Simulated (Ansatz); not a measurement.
Cost and result for the atomization energy of C₃H₇NOS, SMILES `CS/C=C(/N)O` (13 atoms, 12 bonds).

Cartesian coordinates in Å:
```
C -1.8451 -1.3933 -0.5402
S -0.0528 -1.6330 -0.4297
C 0.5833 -0.0318 -0.6459
C 0.9129 0.6988 0.4472
N 1.3949 1.9752 0.4284
O 0.7568 0.2452 1.6941
H -2.1192 -1.0419 -1.5351
H -2.1898 -0.6829 0.2109
H -2.3110 -2.3649 -0.3639
H 0.7536 0.3592 -1.6408
H 1.9333 2.2423 1.2361
H 1.7619 2.2958 -0.4505
H 0.4212 -0.6685 1.5895
```

Total charge 0; spin multiplicity 1. All single points use the PBE0-D4/def2-TZVP geometry. It is one conformer, not always the lowest. Program: Ansatz. All runs use 2 threads of an AMD EPYC 7R13 on a shared host and a share of an NVIDIA H100 80 GB. Times are those of one run each, without the atoms' runs, and a repeat can differ threefold. Electronic energies, without spin–orbit coupling; frozen cores. CCSD(T)/CBS adds CCSD(T) − MP2 in def2-TZVPP to the MP2 limit, and its time is that of the two runs behind it. T1 = 0.012. B3LYP takes the VWN-RPA correlation (the form of Gaussian; ORCA's B3LYP/G).

CCSD(T)/CBS is a level of theory with its own doubt, some kJ/mol a heavy atom from the limit and from the frozen cores, so smaller differences don't rank the functionals.

| level | functions | wall time |
| --- | --- | --- |
| PBE0-D4/def2-TZVPP | 295 | 1.5 s |
| PBE-D4/def2-TZVPP (with forces) | 295 | 1.9 s |
| r2SCAN-D4/def2-TZVPP (with forces) | 295 | 2.2 s |
| B3LYP-D4/def2-TZVPP (with forces) | 295 | 2.9 s |
| B2PLYP/def2-TZVPP | 295 | 2.9 s |
| ωB97X-V/def2-TZVPP | 295 | 3.6 s |
| MP2/def2-QZVPP | 565 | 3.8 s |
| ωB97M-V/def2-TZVPP (with forces) | 295 | 3.9 s |
| CCSD(T)/def2-TZVPP | 295 | 6 s |
| CCSD(T)/CBS(def2) | – | 9.8 s |

(1) What atomization energy does each give, and how far from CCSD(T)/CBS? (An estimate is asked.)

Answers

(1) Ansatz gave: 
| level | atomization (kcal/mol) | difference from CCSD(T)/CBS | per bond |
| --- | --- | --- | --- |
| PBE0-D4/def2-TZVPP | 1214.7 | 13.7 | 1.1 |
| PBE-D4/def2-TZVPP (with forces) | 1245.4 | 44.4 | 3.7 |
| r2SCAN-D4/def2-TZVPP (with forces) | 1208.5 | 7.5 | 0.6 |
| B3LYP-D4/def2-TZVPP (with forces) | 1205.1 | 4.1 | 0.3 |
| B2PLYP/def2-TZVPP | 1189.8 | -11.2 | -0.9 |
| ωB97X-V/def2-TZVPP | 1207.0 | 6.0 | 0.5 |
| MP2/def2-QZVPP | 1212.1 | 11.1 | 0.9 |
| ωB97M-V/def2-TZVPP (with forces) | 1209.8 | 8.8 | 0.7 |
| CCSD(T)/def2-TZVPP | 1165.4 | -35.6 | -3.0 |
| CCSD(T)/CBS(def2) | 1201.0 | 0.0 | 0.0 |

The D4 term adds +10.7 kcal/mol with B3LYP and +5.6 kcal/mol with PBE0; it sums over pairs of atoms, weighted by their polarisabilities, and B3LYP, whose exchange is more repulsive, gets the larger term. In def2-TZVPP, CCSD(T) changes the Hartree–Fock value by +333.8 kcal/mol (the triples alone add +22.6 kcal/mol) and MP2 by +359.5 kcal/mol; breaking electron pairs costs correlation energy, which Hartree–Fock lacks. From PBE to PBE0 (25 % exact exchange), in def2-TZVPP and without D4, the atomization energy moves by −29.7 kcal/mol: exact exchange takes away binding that semilocal exchange gives to molecules.
